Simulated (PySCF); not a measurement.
**[Si3]+: relaxation and vibrations of the doublet**

The task is one start of a wider search on [Si3]+: the doublet, from a obtuse triangle start. It is relaxed, tested by its Hessian and followed downhill if it is a saddle.

Method: PBE0, basis Si def2-TZVP, no relativity, density fitting; program: PySCF 2.14.0.

## Step 1: The starting structure

3 atoms, charge 1, spin multiplicity 2.

Bond lengths: Si1–Si2 2.283 Å, Si1–Si3 2.283 Å. Angles: Si2–Si1–Si3 104.9°.

```xyz
3
charge 1 multiplicity 2
Si    0.0000    0.0000    0.0000
Si    1.8096    1.3920    0.0000
Si   -1.8096    1.3920    0.0000
```

## Step 2: First SCF at the start

The steps below are one call of a driver around PySCF. For each, scf.py gives the equivalent set-up of the SCF; relaxations use the driver's own optimiser. After this first run the driver tries any further starts and a stability analysis.

The input, scf.py:

```python
from pyscf import gto, scf, dft
mol = gto.M(atom='''
Si     0.000000     0.000000     0.000000
Si     1.809600     1.392000     0.000000
Si    -1.809600     1.392000     0.000000''',
    basis={'Si': 'def2-TZVP'},
    charge=1, spin=1)
mf = dft.UKS(mol, xc='PBE0')
mf.grids.atom_grid = (50, 194)
aux = {'Si': 'def2-universal-JKFIT'}
mf = mf.density_fit(auxbasis=aux)
mf.conv_tol = 1e-08
mf.diis_space = 10
mf.max_cycle = 60
mf.init_guess = 'minao'
mf.verbose = 4
mf.kernel()
```

The run is started by

```console
$ OMP_NUM_THREADS=4 python axn.py task.json out
```

After this run come: Relaxation: obtuse triangle start, doublet; Hessian and properties.

**Question.** What will these runs give? Wanted: minimum; geometry; wavenumbers; dipole moment; highest occupied, lowest empty level; polar-tensor charge of Si1; zero-point energy; ⟨S²⟩.

As calculated:

| quantity | value |
| --- | --- |
| minimum | doublet, C2v |
| geometry | Si–Si 2.265 Å (×2); Si–Si–Si 89.4° |
| wavenumbers (cm⁻¹) | 144 (a1), 481 (a1), 497 (b2) |
| dipole moment (centre of mass) | 0.35 D |
| highest occupied, lowest empty level (either spin) | -11.82, -9.90 eV |
| polar-tensor charge of Si1 | -0.15 e |
| zero-point energy | 6.7 kJ/mol |
| entropy at 298.15 K | 288.4 J/(mol K) |
| ⟨S²⟩ | 0.755 |

In words: The molecule stays C2v, as typed, and the end point is a minimum. In the infrared the band at 497 cm⁻¹ (b2, stretch) leads. Other starts or spin states, not run here, may lie lower.
